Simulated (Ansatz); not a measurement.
# BH2OS− (SMILES [O-]BS): functionals against CCSD(T) at one geometry

How do the functionals fare away from a minimum? The structure is a frame of a short trajectory.

Method: single points in def2-TZVPPD; program: Ansatz 0.2.0, Gaussian basis.

Correlated methods freeze the cores.

1 further run of the same task is left out (it didn't finish).

## Step 1: The starting structure

SMILES `[O-]BS`, 5 atoms, charge -1, spin multiplicity 1.

Atoms are counted from 1 here; the program's logs count them from 0.

Bond lengths: O1–B2 1.269 Å, B2–S3 1.975 Å, B2–H4 1.241 Å, S3–H5 1.404 Å. Angles: O1–B2–S3 122.3°, O1–B2–H4 134.6°, S3–B2–H4 102.3°, B2–S3–H5 102.3°.

Coordinates:

```xyz
5

O    -0.6439    0.0089    1.4492
B    -0.5816   -0.3206    0.2254
S     0.8764    0.2898   -0.9589
H    -1.3632   -0.8610   -0.5729
H     1.5758    1.1865   -0.1360
```

## Step 2: PBE-D4/def2-TZVPPD

The input, run/in.yaml:

```yaml
crystal:
  periodic: [false, false, false]
  atoms:
    - {symbol: O, position_ang: [-0.643934, 0.008925, 1.449171]}
    - {symbol: B, position_ang: [-0.581593, -0.320579, 0.225381]}
    - {symbol: S, position_ang: [0.876390, 0.289757, -0.958865]}
    - {symbol: H, position_ang: [-1.363175, -0.860992, -0.572855]}
    - {symbol: H, position_ang: [1.575790, 1.186469, -0.136031]}
basis:
  gaussian: {orbitals: "def2-TZVPPD.json"}
total_charge: -1
hamiltonian: {xc: pbe, dispersion: d4}
output: {forces: true}
```

The basis file named in the input lies beside it (Basis Set Exchange, JSON).

On the command line:

```
ansatz run in.yaml --threads 2 --pin off --events-out ev --progress --plain --max-ram 3481MiB
```

## Step 3: r2SCAN-D4/def2-TZVPPD

Changes to run/in.yaml since step 2:

```diff
@@ -11,3 +11,3 @@
 total_charge: -1
-hamiltonian: {xc: pbe, dispersion: d4}
+hamiltonian: {xc: r2scan, dispersion: d4}
 output: {forces: true}
```

## Step 4: PBE0-D4/def2-TZVPPD

Changes to run/in.yaml since step 3:

```diff
@@ -11,3 +11,3 @@
 total_charge: -1
-hamiltonian: {xc: r2scan, dispersion: d4}
-output: {forces: true}
+hamiltonian: {xc: pbe0, dispersion: d4}
+output: {forces: true, orbitals: {seedname: orbitals}}
```

## Step 5: wB97M-V/def2-TZVPPD

Changes to run/in.yaml since step 4:

```diff
@@ -11,3 +11,3 @@
 total_charge: -1
-hamiltonian: {xc: pbe0, dispersion: d4}
-output: {forces: true, orbitals: {seedname: orbitals}}
+hamiltonian: {xc: {name: wB97M-V}}
+output: {forces: true}
```

## Step 6: CCSD(T)/def2-TZVPPD

Changes to run/in.yaml since step 5:

```diff
@@ -11,3 +11,3 @@
 total_charge: -1
-hamiltonian: {xc: {name: wB97M-V}}
+correlation: {method: ccsd_t}
 output: {forces: true}
```

(Steps that only read results are left out.)

Q: Predict the outcome of this session. Wanted: RMS force component; RMS force error; HOMO and LUMO, PBE0-D4; T1 diagnostic.

The runs gave:

| quantity | value |
| --- | --- |
| RMS force component | 0.474 to 0.576 eV/Å over the methods |
| RMS force error | PBE-D4 0.147, r2SCAN-D4 0.162, PBE0-D4 0.256, wB97M-V 0.226 eV/Å |
| HOMO and LUMO, PBE0-D4 | -1.16 and 3.48 eV |
| T1 diagnostic | 0.017 |

In words: The forces of PBE-D4 come nearest to CCSD(T), those of PBE0-D4 are farthest. Frozen-core CCSD(T) forces in triple zeta carry basis errors of their own, and this is one geometry, so small gaps rank nothing.
